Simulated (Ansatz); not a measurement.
Computed with Ansatz.

A structure relaxed at PBE0-D4/def2-TZVP, charge 0, multiplicity 1:

```csv
atom,x (Å),y (Å),z (Å)
C1,-0.2110,-0.5874,1.3640
N2,0.0002,0.5965,0.5561
C3,0.2001,0.4124,-0.8376
S4,1.7677,-0.4316,-1.2120
S5,-1.0515,-0.6048,-1.7630
H6,-1.0842,-1.1731,1.0497
H7,0.6671,-1.2314,1.3025
H8,-0.3391,-0.2840,2.4035
H9,-0.7319,1.2779,0.7081
H10,0.2054,1.3905,-1.3160
H11,2.4693,0.2176,-0.2664
H12,-1.8921,0.4174,-1.9888
```

Problem. Give its formula and SMILES.

Solution. C2H7NS2, `CNC(S)S`.

Problem. Summarise the bond lengths by kind.

Solution. 2 × C–N 1.420 to 1.449 Å; 4 × C–H 1.089 to 1.097 Å; 1 × H–N 1.012 Å; 2 × C–S 1.819 to 1.859 Å; 2 × H–S 1.343 to 1.345 Å.
